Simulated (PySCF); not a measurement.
## Frontier levels across methods

CH₈BP.
Geometry (PBE0-D3(BJ)/def2-SVP, Å), atoms numbered from 1 in this order:
```
atom  x, y, z in Å
C1    -1.407    0.586    0.021
B2    -0.368   -0.608    0.329
P3     1.423   -0.117   -0.265
H4    -2.405    0.273    0.371
H5    -1.175    1.528    0.547
H6    -1.514    0.820   -1.052
H7    -0.145   -0.842    1.514
H8    -0.528   -1.645   -0.308
H9     1.638    0.168   -1.638
H10    2.049    1.024    0.303
H11    2.439   -1.080   -0.056
```

Basis pcSseg-2 throughout (PySCF), one geometry. Geometry: PBE0-D3(BJ)/def2-SVP; no solvent, vibrations or thermal averaging.

Problem. How do the orbital energies, the gap and the dipole change with the method?

Solution. 
```tsv
method	kind	HOMO (eV)	LUMO (eV)	gap (eV)	μ (D)	SCF cycles
OPBE	GGA	-6.72	-0.64	6.08	3.63	14
BLYP	GGA	-6.72	-0.71	6.01	3.61	14
PBE	GGA	-6.78	-0.75	6.03	3.61	14
LDA	LDA	-6.78	-0.87	5.90	3.64	13
B97-D	GGA	-6.80	-0.64	6.15	3.64	14
KT2	GGA	-6.86	-0.77	6.08	3.58	14
BP86	GGA	-6.88	-0.77	6.12	3.62	13
KT3	GGA	-6.91	-0.83	6.08	3.59	14
B97-2	global hybrid	-7.82	0.05	7.87	3.78	12
B3LYP	global hybrid	-7.89	-0.26	7.63	3.76	12
PBE0	global hybrid	-8.05	0.04	8.09	3.80	12
mPW1PW91	global hybrid	-8.09	0.03	8.12	3.80	12
BHandHLYP	global hybrid	-9.32	0.62	9.94	3.94	11
CAM-B3LYP	range-separated hybrid	-9.46	0.77	10.23	3.91	12
wB97X-D	range-separated hybrid	-9.94	1.74	11.69	3.90	13
LC-wPBE	range-separated hybrid	-10.78	1.94	12.72	4.05	12
HF	Hartree–Fock	-11.28	2.37	13.65	4.15	10
```

The HOMO spans 4.56 eV, from OPBE down to HF, and the gap runs from 5.90 eV (LDA) to 13.65 eV (HF). Over the methods OPBE (0 %), BLYP (0 %), PBE (0 %), LDA (0 %), B97-D (0 %), KT2 (0 %), BP86 (0 %), KT3 (0 %), B97-2 (21 %), B3LYP (20 %), PBE0 (25 %), mPW1PW91 (25 %), BHandHLYP (50 %), HF (100 %), a straight line through the gap against the share of exact exchange rises by 0.76 eV for each 10 % (correlation coefficient 0.999). The dipole ranges from 3.58 D (KT2) to 4.15 D (HF). This basis has no diffuse functions.
